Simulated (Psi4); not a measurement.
This Psi4 input (B3LYP/pcseg-2) gives -76.46727 Eh with 58 basis functions.

```
memory 2025 MB

molecule {
0 1
O     0.00702152    0.00134342    0.11666744
H    -0.04995842    0.75929218   -0.47415850
H    -0.00621371   -0.77003954   -0.45918106
}

set {
  basis pcseg-2
  scf_type df
}

energy('b3lyp')
print_variables()
```

Change:
```diff
- basis pcseg-2
+ basis def2-sv(p)
```

What does the run give now?

-76.33902 Eh (B3LYP/def2-SV(P), 18 functions), a change of +128.25 mEh.
